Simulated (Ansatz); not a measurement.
The input, for Ansatz 0.2.0:

```yaml
crystal:
  periodic: [false, false, false]
  atoms:
    - {symbol: Si, position_ang: [0.001823, -0.039456, 0.356119]}
    - {symbol: C, position_ang: [0.001382, 0.014285, -0.649467]}
    - {symbol: H, position_ang: [0.026764, 0.786033, 0.437484]}
    - {symbol: H, position_ang: [-0.027625, -0.500299, -0.921230]}
    - {symbol: H, position_ang: [0.412231, 0.325172, -0.859908]}
    - {symbol: H, position_ang: [-0.478626, 0.318282, -0.840230]}
basis:
  gaussian: {orbitals: def2-SVPD}
magnetization: {spin_polarized: false}
hamiltonian: {xc: hf}
accuracy: high
output: {orbitals: {seedname: orbitals}}
```

```sh
$ ansatz run in.yaml --threads 1 --pin off --events-out ev --progress --plain --max-ram 2393MiB
```

(1) One thing in this input was set wrong on purpose, beside settings that are merely unusual. What is the gravest fault, and what does the program do?

## Answers

(1) Coordinates in the wrong unit (values in bohr typed as Å, so distances are 1.89 times too long). How the run ends: converged.
```
1285 factors; integrals over basis functions are off by at most 3.8e-9 eV
mean field evaluation 1: about -8849.3753 eV, gradient 7.2e1 eV
mean field evaluation 2: about -8849.4023 eV, gradient 7.2e1 eV
mean field evaluation 4: about -8857.9427 eV, gradient 2.8e0 eV
mean field evaluation 8: about -8857.9805 eV, gradient 4.5e-2 eV
mean field -8857.98048619 eV, -325.5247787128 hartree, gradient 8.0e-8 eV, S^2 0.000000; 0 other end points of the search recorded, 0 dependent functions left out
reference -8857.98048619 eV, -325.5247787128 hartree; 12, 12 occupied and 64, 64 virtual orbitals, 1285 factors
Total energy: -8857.98048619 eV, -325.5247787128 hartree
```
